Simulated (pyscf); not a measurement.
Optimised with ωB97X-D3(BJ)/def2-SVP in PySCF.

**Question.** Estimate the classical barrier height and the reaction energy of H₃Si–SiH(SiH₃)–SiH₃ + HF -> F–SiH₂–SiH(SiH₃)–SiH₃ + H₂ at ωB97M-D3(BJ)/def2-TZVP. The step runs on the singlet surface, breaks H–Si, F–H and forms F–Si, H–H; take the separated reactants as zero.

**Answer.** ΔE‡ = 126.3 kJ/mol, ΔE = -99.9 kJ/mol. Zero-point energy shifts the barrier by +1.6 kJ/mol. It is a four-centre exchange, with an imaginary mode of 1144i cm⁻¹. At the saddle there is also a short H–Si contact that neither side keeps. This is the saddle that the search found; another between the same sides may lie lower.
